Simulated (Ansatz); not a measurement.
BH2OS, SMILES O[B]S, a composite energy at a relaxed geometry

Program: the Ansatz DFT code, driven from Python.

Contents of `bh2os.xyz`:
```text
5

O    -1.22880    0.06240   -0.69290
B    -0.50270    0.50470    0.46260
S     1.32200    0.79280    0.29390
H    -1.17960   -0.87200   -0.69560
H     1.63900   -0.56150    0.59070
```

The script, `composite_bh2os.py`:
```python
'''A composite energy for BH2OS: DFT geometry, MP2 basis limit, coupled-cluster correction.'''

import itertools
import logging
import sys

import ansatz as az
from ase.data import atomic_numbers, covalent_radii
import numpy as np

logging.basicConfig(stream=sys.stdout, format='%(levelname)s %(message)s')
log = logging.getLogger('bh2os')
log.setLevel(logging.INFO)

bh2os = az.Crystal.molecule_from_extxyz('bh2os.xyz')

calc = bh2os.calculation()
calc = calc.basis(gaussian='def2-SVP')
calc = calc.functional('b3lyp')
calc = calc.spin('collinear', total=1)
symbols = [site.symbol for site in bh2os.cartesian_sites]
start = np.array([site.position_ang for site in bh2os.cartesian_sites], dtype=float)
report = calc.relax(force_tolerance=0.01).run(threads=1).report
end = np.array(report['positions_ang'])
# pairs closer than 1.2 times the sum of covalent radii, before or after
radius = [covalent_radii[atomic_numbers[s]] for s in symbols]
span = lambda where, i, j: np.linalg.norm(where[i] - where[j])
bonded = [(i, j) for i, j in itertools.combinations(range(len(symbols)), 2) if min(span(start, i, j), span(end, i, j)) < 1.2 * (radius[i] + radius[j])]
log.info('pair        before    after (A)')
for i, j in bonded:
    print(f'{symbols[i]}{i}-{symbols[j]}{j}'.ljust(10), f'{span(start, i, j):8.4f} {span(end, i, j):8.4f}')

minimum = az.Crystal.molecule()
for symbol, place in zip(symbols, end):
    minimum = minimum.atom(symbol, place.tolist())
at_minimum = minimum.calculation().spin('collinear', total=1)
# MP2 extrapolated to the basis limit, plus the small-basis difference CCSD(T) - MP2
level = lambda method, basis: at_minimum.basis(gaussian=basis).correlation(method).run(threads=1).report
small, large, cluster = level('mp2', 'cc-pVDZ'), level('mp2', 'cc-pVTZ'), level('ccsd_t', 'cc-pVDZ')
corr = lambda each: (each['free_energy_ev'] - each['reference_energy_ev']) / 27.211386246
mp2_limit = (27 * corr(large) - 8 * corr(small)) / 19
pieces = {'HF / cc-pVTZ': large['reference_energy_ev'] / 27.211386246, 'MP2 correlation, DZ-TZ limit': mp2_limit, 'CCSD(T) - MP2 / cc-pVDZ': corr(cluster) - corr(small)}
for name, value in pieces.items():
    log.info(f'{name:32s} {value:14.6f} Ha')
log.info(f'{"sum":32s} {sum(pieces.values()):14.6f} Ha')
print('T1 diagnostic', round(cluster['correlation']['coupled_cluster']['t1_diagnostic'], 4))
```

`python composite_bh2os.py` gives:
```text
INFO pair        before    after (A)
O0-B1        1.4346   1.3337
O0-H3        0.9357   0.9727
B1-S2        1.8550   1.7952
S2-H4        1.4222   1.3692
INFO HF / cc-pVTZ                        -498.317115 Ha
INFO MP2 correlation, DZ-TZ limit          -0.536562 Ha
INFO CCSD(T) - MP2 / cc-pVDZ               -0.038800 Ha
INFO sum                                 -498.892477 Ha
T1 diagnostic 0.0163
```

What to keep in mind:
- Total energies depend on the basis set; only differences at equal settings carry meaning.
- The sum leaves out core correlation, relativity, the Hartree-Fock basis error and zero-point energy; a DZ-TZ extrapolation is rough.
- The run takes the species as open-shell (spin multiplicity 2), which needn't be its ground state.
- b3lyp holds the VWN-RPA fit, as in Gaussian; the form of ORCA and Turbomole is b3lyp5.
- Inner cores stay frozen, so this is valence correlation.
- For Al to Cl the sets with a tight d function, cc-pV(X+d)Z, are usual.
- An extrapolation from small basis sets is rough.
- Wall time of the script: 34 s on 1 thread of Arm Neoverse V2, on a shared host, peak memory 0.28 GiB.
